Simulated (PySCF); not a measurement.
A side-by-side comparison of computed properties.

First species: CO2.
Bonds: O1–C2 (double), C2–O3 (double).

Second species: C₈H₉PS.
Z-matrix (Å and degrees, PBE0-D3(BJ)/def2-SVP geometry), rows numbered from 1:
```
S 
P   1  1.9366
C   2  1.8452  1  120.47
C   3  1.5044  2  103.41  1   156.80
C   4  1.3950  3  125.17  2   157.95
C   5  1.3938  4  119.85  3  -179.72
C   6  1.3954  5  120.24  4     0.42
C   7  1.3940  6  120.22  5     0.04
C   8  1.3947  7  119.92  6    -0.46
C   9  1.5045  4  114.85  3     0.03
H   2  1.4269  1  116.53  3  -122.78
H   3  1.0994  2  111.88  1   -79.71
H   3  1.1041  2  106.40  1    37.84
H   5  1.0931  4  119.94  3     0.14
H   6  1.0924  5  119.81  4   179.97
H   7  1.0926  6  119.96  5   179.58
H   8  1.0930  7  120.18  6   179.42
H  10  1.1040  2  106.35  1   -37.86
H  10  1.0995  2  111.92  1    79.67
```

Levels: wB97X-D/def2-SVPD for HOMO energy, LUMO energy, HOMO–LUMO gap and static isotropic polarisability; TDDFT wB97X-D/def2-SVPD for lowest singlet excitation; TDA wB97X-D/def2-SVPD for lowest triplet excitation (Tamm–Dancoff). Geometries: PBE0-D3(BJ)/def2-SVP. Each structure is a single optimised conformer of the isolated species, non-relativistic unless stated. Electronic properties by PySCF.

```tsv
property	column X	column Y
HOMO energy	-8.43 eV	-12.76 eV
LUMO energy	0.82 eV	1.52 eV
HOMO–LUMO gap	9.25 eV	14.28 eV
lowest singlet excitation	5.30 eV	8.89 eV
lowest triplet excitation (Tamm–Dancoff)	4.10 eV	7.94 eV
static isotropic polarisability	136.3 au	17.0 au
```

Problem. Which column belongs to which species?

Solution. Column X is the second species and column Y the first. The first has 3 atoms and 22 electrons, the second 19 and 88.

Problem. How does each property change from the first species to the second?

Solution. HOMO energy +4.33 eV; LUMO energy -0.70 eV; HOMO–LUMO gap -5.03 eV; lowest singlet excitation -3.59 eV; lowest triplet excitation (Tamm–Dancoff) -3.84 eV; static isotropic polarisability +119.3 au.

On the first: The polarisability is 2.51 Å³ as a volume (1 au = 0.148185 Å³), or 0.77 au for each of the 22 electrons. The vertical singlet–triplet gap S1 − T1 is 0.95 eV (TDDFT singlet less Tamm–Dancoff triplet).

On the second: The polarisability is 20.20 Å³ as a volume (1 au = 0.148185 Å³), or 1.55 au for each of the 88 electrons. S1 lies 3.95 eV below the HOMO–LUMO gap; its leading configuration is HOMO−2→LUMO, weight 0.59, beside HOMO−3→LUMO+1, weight 0.36.
